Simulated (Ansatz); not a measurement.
System: bcc Ta. Method: r²SCAN in Ansatz (PAW).

Settings: plane-wave cutoff 600 eV, 28×28×28 k mesh, Fermi–Dirac smearing 0.06 eV (set by the program), scalar-relativistic PAW data made under PBE.

The cell has the measured lattice: a = b = c = 3.303 Å, α = β = γ = 90.00°.

**Question.** Give the computed elastic constant C12, Poisson ratio, Voigt–Reuss–Hill bulk modulus, elastic constant C44, Young modulus and elastic constant C11.

**Answer.** 
- elastic constant C12: 168 GPa
- Poisson ratio: 0.355
- Voigt–Reuss–Hill bulk modulus: 203 GPa
- elastic constant C44: 74.3 GPa
- Young modulus: 176 GPa
- elastic constant C11: 274 GPa

Measured, for comparison: elastic constant C12 158 GPa, elastic constant C44 87.4 GPa, elastic constant C11 266 GPa (0 K, extrapolated to 0 K; zero-point effects included; as tabulated in Wang et al. (2022), arXiv:2209.12322). Computed (rounded) less measured: elastic constant C12 +6 %, elastic constant C44 -15 %, elastic constant C11 +3 %.

Note: shear constants of such metals converge slowly with the k mesh; the cell isn't this level's own, so it is under some stress, which shifts stiffness and frequencies.

Elastic constants are with the ions relaxed.

Spin–orbit coupling is not included.

Static lattice: no zero-point or thermal effects.

Ansatz is a program for electronic structure.
